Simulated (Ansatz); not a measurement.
# SiH2+ (quartet): the correlation ladder, def2-QZVPP

An exercise on one series of results from a longer session: the logs are not shown, and one member is left open.

Program: Ansatz 0.2.0, Gaussian basis. Level of theory: def2-QZVPP, core rule «outside noble gas», up to 5 orbitals frozen. These are calculated values, not measurements.

To be run: UHF; ROHF; CCSD(T) on UHF.

2 further runs of the same task are left out: 2 set aside as unsound or not needed.

## What is computed

The geometry is a PBE0/def2-TZVP stationary point (not a proven minimum) of the parent state, kept for this charge and spin.

3 atoms, charge 1, spin multiplicity 4.

Atoms are counted from 1 here; the program's logs count them from 0.

Bond lengths: Si1–H2 1.486 Å, Si1–H3 1.486 Å. Angles: H2–Si1–H3 118.7°.

Coordinates:

```xyz
3

Si    0.0000   -0.0507    0.0000
H     0.0000    0.7069   -1.2784
H     0.0000    0.7069    1.2784
```

Set-up of the first run:

File in.yaml:

```yaml
crystal:
  periodic: [false, false, false]
  atoms:
    - {symbol: Si, position_ang: [0.000000, -0.050740, 0.000000]}
    - {symbol: H, position_ang: [0.000000, 0.706913, -1.278374]}
    - {symbol: H, position_ang: [0.000000, 0.706912, 1.278374]}
basis:
  gaussian: {orbitals: "def2-QZVPP.json"}
total_charge: 1
magnetization: {spin_polarized: true, initial_magnetization: 3}
hamiltonian: {xc: hf}
output: {orbitals: {seedname: orbitals}}
```

The run is started by

```sh
$ ansatz run in.yaml --threads 1 --pin off --events-out ev --progress --plain --max-ram 2393MiB
```

Among the steps run: UHF; ROHF; CCSD(T) on UHF.

One of the session's tables, all rows but one given; the rest of the session is left out.

It belongs to the step «Misses and costs». 

| method | from UCCSD(T) (meV) |
| --- | --- |
| ROHF | +2747.7 |
| UHF | ? |
| UMP2 | +651.5 |
| UCCSD | +93.7 |
| UCCSD(T) | 0 |

**Question.** Estimate the row for UHF.

**Answer.** from UCCSD(T) (meV): +2537.6. In the column «from UCCSD(T) (meV)» it lies between UMP2 (+651.5) and ROHF (+2747.7).
